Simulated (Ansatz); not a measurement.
C₂H₅NO (`CNC=O`), relaxed with RKS PBE0-D4/def2-TZVP in the Gaussian-basis code of Ansatz from a PBE-D4/def2-SVP geometry. The force threshold is 0.005 eV/Å; the program also tests the step.

The species carries charge 0 and has multiplicity 1.

Start:

```xyz
9

C     0.141   -1.059   -0.345
N     0.467    0.305    0.016
C    -0.474    1.203    0.443
O    -1.669    0.973    0.568
H     0.413   -1.283   -1.399
H     0.650   -1.795    0.313
H    -0.953   -1.173   -0.227
H     1.436    0.623   -0.042
H    -0.011    2.206    0.673
```

```tsv
step	energy (eV)	largest force (eV/Å)	largest move (Å)
1	-5688.5470	1.068	0.000
2	-5688.5928	0.155	0.021
3	-5688.5960	0.076	0.007
4	-5688.5961	0.028	0.001
5	-5688.5961	0.002	0.003
```

End:

```xyz
9

C     0.136   -1.053   -0.343
N     0.462    0.303    0.018
C    -0.463    1.193    0.437
O    -1.646    0.972    0.559
H     0.404   -1.263   -1.381
H     0.646   -1.770    0.306
H    -0.939   -1.175   -0.225
H     1.416    0.614   -0.038
H    -0.016    2.179    0.666
```

It took 11 s on 4 threads of a server CPU on a shared host, with 0.3 GiB of host memory at the peak.
